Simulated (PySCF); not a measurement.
# C3H8O: the cost of one run

Programs: PySCF 2.14.0, with density-fitted response routines of our own. Each step states its level of theory. These are calculated values for one molecule in the gas phase, unless marked as measured. Atoms are numbered from 0 throughout.

## Step 1: Starting geometry

12 atoms, charge 0, multiplicity 1; geometry from: GFN2-xTB.

Bonds of the start (Å): C0–C1 1.52, C1–C2 1.53, C2–O3 1.41, C0–H4 1.09, C0–H5 1.09, C0–H6 1.09, C1–H7 1.09, C1–H8 1.09, C2–H9 1.10, C2–H10 1.09, O3–H11 0.96.

## Step 2: Geometry optimisation at PBE0-D3(BJ)/def2-SVP

Job settings and geometry (Å):

```
{"job": {"xc": "PBE0", "basis": "def2-SVP", "d3": "d3bj", "grid": 1, "kind": "geom"}, "charge": 0, "multiplicity": 1}
C      1.635670     0.270280    -0.083530
C      0.555340    -0.520670     0.644150
C     -0.743540    -0.572940    -0.162190
O     -1.307290     0.698310    -0.380970
H      1.267460     1.262910    -0.332180
H      2.522770     0.371460     0.537140
H      1.913850    -0.229950    -1.008120
H      0.894310    -1.542020     0.825770
H      0.353010    -0.057450     1.614690
H     -1.466660    -1.228130     0.347470
H     -0.551980    -0.979720    -1.157630
H     -1.429960     1.129330     0.472460
```

**Question.** How long does this first job take on 4 threads of Intel Xeon Platinum 8488C (Sapphire Rapids), shared host?

About 11 s.
